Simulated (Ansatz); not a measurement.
Input file:

```yaml
crystal:
  periodic: [false, false, false]
  atoms:
    - {symbol: O, position_ang: [-1.145392, -0.029165, 0.000000]}
    - {symbol: H, position_ang: [-1.394702, 0.897410, 0.000000]}
    - {symbol: H, position_ang: [-0.026392, -0.029165, 0.000000]}
    - {symbol: N, position_ang: [1.410608, -0.029165, 0.000000]}
basis:
  gaussian: {orbitals: cc-pVDZ}
magnetization: {spin_polarized: false, initial_magnetization: 3}
hamiltonian: {pseudopotentials: {relativity: scalar}}
correlation: {method: ccsd_t, electrons: outside_noble_gas}
output: {forces: true}
```

```sh
$ ansatz run in.yaml --threads 1 --pin off --events-out ev --progress --plain --max-ram 2393MiB
```

Log:

```
354 factors; integrals over basis functions are off by at most 1.4e-3 eV
mean field evaluation 1: about -3546.4222 eV, gradient 3.3e1 eV
mean field evaluation 2: about -3546.4370 eV, gradient 3.3e1 eV
mean field evaluation 4: about -3548.8146 eV, gradient 1.4e1 eV
mean field evaluation 8: about -3549.5245 eV, gradient 1.0e0 eV
mean field evaluation 16: about -3549.5301 eV, gradient 5.9e-7 eV
mean field evaluation 32: about -3546.2338 eV, gradient 4.2e-1 eV
mean field -3549.53007408 eV, -130.4428242646 hartree, gradient 6.8e-7 eV, S^2 3.750000; 1 other end points of the search recorded, 0 dependent functions left out
mean field evaluation 64: about -3546.5094 eV, gradient 3.0e-4 eV
determinant -3549.53007408 eV, -130.4428242646 hartree, with singles and doubles -3558.12629368 eV, -130.7587295082 hartree
determinant -3546.23527169 eV, -130.3217425100 hartree, with singles and doubles -3554.62121383 eV, -130.6299201994 hartree
2 core orbitals not correlated: weight in the atoms' cores, before any rotation towards them, 1.000 or more for the frozen orbitals, at most 0.000 for the correlated occupied ones
reference -3549.53007408 eV, -130.4428242646 hartree; 8, 5 occupied and 28, 31 virtual orbitals, 354 factors
second order -7.79898819 eV of doubles, -0.07657357 eV of singles
cycle   1  -8.59635642 eV  change   -1.4e-4 eV  update   1.3e-3
cycle   2  -8.59655187 eV  change   -2.0e-4 eV  update   7.8e-4
cycle   3  -8.59648285 eV  change    6.9e-5 eV  update   5.4e-4
cycle   4  -8.59678390 eV  change   -3.0e-4 eV  update   2.0e-4
cycle   5  -8.59708462 eV  change   -3.0e-4 eV  update   6.3e-5
cycle   6  -8.59718583 eV  change   -1.0e-4 eV  update   2.1e-5
cycle   7  -8.59718480 eV  change    1.0e-6 eV  update   7.5e-6
cycle   8  -8.59717543 eV  change    9.4e-6 eV  update   2.9e-6
perturbative correction -0.14506020 eV, -0.0053308639 hartree
the calculation of the forces begins
Total energy: -3558.27230970 eV, -130.7640954980 hartree
Relativity: scalar
Atom 0 at    -1.145392    -0.029165     0.000000 Å, force     3.275335    -0.870851    -0.000000 eV/Å
Atom 1 at    -1.394702     0.897410     0.000000 Å, force     0.241908     0.569004     0.000000 eV/Å
Atom 2 at    -0.026392    -0.029165     0.000000 Å, force    -4.908901     0.282196     0.000000 eV/Å
Atom 3 at     1.410608    -0.029165     0.000000 Å, force     1.391659     0.019651    -0.000000 eV/Å
Dipole moment:     0.320462     0.306902     0.000000 e Å
```

Forces (eV/Å):
```
O    3.275 -0.871  0.000
H    0.242  0.569  0.000
H   -4.909  0.282  0.000
N    1.392  0.020  0.000
```

Ran on 1 thread of Arm Neoverse V2, shared host: 3 s wall, 0.13 GiB peak host memory.
